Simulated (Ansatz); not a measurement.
Species: trans-1,3-butadiene, C$_{4}$H$_{6}$, net charge 0, singlet state. SMILES: C=CC=C
Geometry from a B3LYP-D3(BJ)/def2-TZVP (Ansatz, an electronic-structure program) optimisation:
```
C
C 1 1.3340
H 2 1.0816 1 121.71
H 2 1.0839 3 116.96 1 -180.00
H 1 1.0866 2 119.46 3 0.00
C 1 1.4517 5 116.32 2 -180.00
C 6 1.3340 1 124.23 5 0.00
H 7 1.0816 6 121.71 1 -180.00
H 7 1.0839 8 116.96 6 180.00
H 6 1.0866 7 119.46 8 0.00
```
Charge 0, spin multiplicity 1.

CCSD(T) with Ansatz in growing basis sets, 22 correlated electrons. Valence correlation only, unless marked. UHF or UKS for open shells. Spin-orbit coupling is left out. No relativistic terms. Costs are ratios of core time to the smallest set, on shared machines of one kind, and rough; they hold the program's checks for lower states.

```
basis    functions  cost over smallest  E(corr) (Eh)  electronic atomisation energy (kcal/mol)
-------  ---------  ------------------  ------------  ----------------------------------------
cc-pVDZ         86                  1×       -0.6015                                     940.6
cc-pVTZ        204                  7×             ?                                         ?
```

What does the step to cc-pVTZ buy, and how does its cost grow by formal scaling?

Formally CCSD grows as o²v⁴ and (T) as o³v⁴; with o = 11 and v going from 71 to 189 both grow 50-fold in the last step, while integrals and the mean field grow more slowly. That step adds 116.3 mEh of correlation energy and 46.9 kcal/mol to the atomisation energy. Row: E(corr) (Eh) -0.7178, electronic atomisation energy (kcal/mol) 987.5.
